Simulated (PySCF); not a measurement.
Estimate the missing entries of this data sheet.

Compound: C3H3NS.
SMILES: `[C@H]1(CS1)C#N`

| property | level | value |
| --- | --- | --- |
| point group | PBE0-D3(BJ)/def2-SVP | C1 |
| rotational constants A, B, C | PBE0-D3(BJ)/def2-SVP | 11.101, 2.710, 2.404 GHz |
| dipole moment | CAM-B3LYP/def2-SVPD | 3.82 D |
| HOMO energy | CAM-B3LYP/def2-SVPD | ? |
| LUMO energy | CAM-B3LYP/def2-SVPD | -0.13 eV |
| lowest singlet excitation | TDDFT CAM-B3LYP/def2-SVPD | ? |
| strongest line among the 10 lowest singlet transitions | TDDFT CAM-B3LYP/def2-SVPD | S5 at 7.23 eV (171 nm, f = 0.071) |
| lowest triplet excitation (Tamm–Dancoff) | TDA CAM-B3LYP/def2-SVPD | ? |
| static isotropic polarisability | CAM-B3LYP/def2-SVPD | 57.3 au |
| vertical ionisation energy | ΔSCF CAM-B3LYP/def2-SVPD | 9.83 eV |
| electronic spatial extent ⟨r²⟩ about the centre of nuclear charge | CAM-B3LYP/def2-SVPD | 504 bohr² |
| 13C chemical shifts (computed TMS as zero) by class | GIAO PBE/pcSseg-2 | ? |
| 1H chemical shifts (computed TMS as zero) by class | GIAO PBE/pcSseg-2 | ? |
| isotropic shieldings of nuclei other than C and H, by class | GIAO PBE/pcSseg-2 | ? |

Gas-phase values; electronic properties from PySCF, density fitting. Isolated species at its PBE0-D3(BJ)/def2-SVP geometry, gas phase.

(1) What are the 1H chemical shifts (computed TMS as zero) by class?

(2) What are the isotropic shieldings of nuclei other than C and H, by class?

(3) What is the HOMO energy?

(4) Give the 13C chemical shifts (computed TMS as zero) by class.

(5) The lowest singlet excitation?

(6) Give the lowest triplet excitation (Tamm–Dancoff).

Results:

(1) 3.16 (1 H), 2.73 (1 H), 2.68 (1 H) ppm.

(2) -39 (1 N), 614 (1 S) ppm.

(3) -8.85 eV.

(4) 124.0 (1 C), 29.6 (1 C), 18.9 (1 C) ppm.

(5) 4.57 eV (271 nm, f = 0.001).

(6) 4.08 eV.

The principal polarisabilities are 46.2, 53.4 and 72.3 au; their mean is the isotropic value. The dipole equals about 12.8 × 10⁻³⁰ C·m (1 D = 3.33564 × 10⁻³⁰ C·m). The rotational constants make it an asymmetric top with κ = (2B − A − C)/(A − C) = -0.93, nearer the prolate limit (−1). In wavenumbers S1 is 36900 cm⁻¹ (1 eV = 8065.54 cm⁻¹). The ΔSCF ionisation energy exceeds −ε(HOMO) by 0.98 eV with CAM-B3LYP.
